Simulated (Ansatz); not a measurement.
`COC(F)OC` + H–F → `COC(F)F` + CH₃OH  (substitution at a C–O bond)

Gas-phase electronic energies from Ansatz, PBE0-D4/def2-TZVP geometries. CCSD(T)/CBS adds triple-zeta CCSD(T) − MP2 to the extrapolated MP2 energy (def2 sets, frozen cores). This one scheme is used for every species. Functionals use def2-TZVPP. B3LYP here is the variant with VWN-RPA as its local correlation; programs differ in this. Each species was taken in one conformer, which may not be the lowest.

```tsv
level	ΔE (eV)
B3LYP-D4	0.06
SCS-MP2/def2-QZVPP	0.12
```

Q: What does CCSD(T)/CBS give? (Estimate.)

A: The calculation gave: +0.14 eV. The listed levels differ from it by -0.08, -0.02 eV.

Largest T1 diagnostic among the species: 0.011.

In def2-TZVPP, CCSD(T) changes the Hartree–Fock value by +0.18 eV (the triples alone add +0.02 eV) and MP2 by +0.22 eV. The D4 term adds +0.08 eV with B3LYP and +0.04 eV with PBE0; it sums over pairs of atoms, weighted by their polarisabilities, and B3LYP, whose exchange is more repulsive, gets the larger term.
